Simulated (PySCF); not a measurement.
**How the method moves the HOMO and LUMO of `C=CC(Cl)Cl`**

Species: C₃H₄Cl₂.
Cartesian coordinates in Å at the PBE0-D3(BJ)/def2-SVP level; atoms count from 1:
```
atom  x, y, z in Å
C1    -1.3605    0.1677    0.3328
C2    -0.2864   -0.4491   -0.1579
C3     1.0802    0.1319   -0.0941
Cl4    2.1535   -0.9175    0.8741
Cl5    1.7413    0.3419   -1.7395
H6    -2.3512   -0.2886    0.2709
H7    -1.2900    1.1482    0.8137
H8    -0.3554   -1.4304   -0.6385
H9     1.0899    1.1200    0.3813
```

Basis pcSseg-2 throughout (PySCF), one geometry. One conformer (not necessarily the lowest) at the PBE0-D3(BJ)/def2-SVP geometry, without solvent, vibrations or thermal averaging.

Task: How do the orbital energies, the gap and the dipole change with the method?

Result: 
| method | kind | HOMO (eV) | LUMO (eV) | gap (eV) | μ (D) | SCF cycles |
| --- | --- | --- | --- | --- | --- | --- |
| BLYP | GGA | -6.80 | -1.77 | 5.03 | 2.04 | 15 |
| B97-D | GGA | -6.92 | -1.81 | 5.11 | 2.10 | 14 |
| PBE | GGA | -6.97 | -1.92 | 5.05 | 2.06 | 15 |
| OPBE | GGA | -6.98 | -1.84 | 5.14 | 2.08 | 15 |
| KT2 | GGA | -7.00 | -1.89 | 5.11 | 2.13 | 15 |
| KT3 | GGA | -7.01 | -1.87 | 5.14 | 2.11 | 15 |
| BP86 | GGA | -7.06 | -2.00 | 5.06 | 2.08 | 15 |
| LDA | LDA | -7.14 | -2.16 | 4.98 | 2.09 | 14 |
| B97-2 | global hybrid | -7.92 | -0.94 | 6.98 | 2.18 | 14 |
| B3LYP | global hybrid | -7.93 | -1.12 | 6.81 | 2.14 | 14 |
| PBE0 | global hybrid | -8.18 | -0.89 | 7.29 | 2.17 | 14 |
| mPW1PW91 | global hybrid | -8.19 | -0.90 | 7.30 | 2.18 | 14 |
| BHandHLYP | global hybrid | -9.18 | 0.25 | 9.43 | 2.25 | 13 |
| CAM-B3LYP | range-separated hybrid | -9.51 | 0.26 | 9.77 | 2.19 | 13 |
| wB97X-D | range-separated hybrid | -10.03 | 0.92 | 10.95 | 2.22 | 14 |
| HF | Hartree–Fock | -10.69 | 2.60 | 13.29 | 2.38 | 11 |
| LC-wPBE | range-separated hybrid | -10.95 | 1.42 | 12.37 | 2.22 | 14 |

The HOMO spans 4.15 eV, from BLYP down to LC-wPBE, and the gap runs from 4.98 eV (LDA) to 13.29 eV (HF). Over the methods BLYP (0 %), B97-D (0 %), PBE (0 %), OPBE (0 %), KT2 (0 %), KT3 (0 %), BP86 (0 %), LDA (0 %), B97-2 (21 %), B3LYP (20 %), PBE0 (25 %), mPW1PW91 (25 %), BHandHLYP (50 %), HF (100 %), a straight line through the gap against the share of exact exchange rises by 0.83 eV for each 10 % (correlation coefficient 0.999). The dipole ranges from 2.04 D (BLYP) to 2.38 D (HF). This basis has no diffuse functions.

The vertical ΔSCF ionisation energy at CAM-B3LYP/def2-SVPD is 10.45 eV; −ε(HOMO) comes closest to it with HF (10.69 eV).
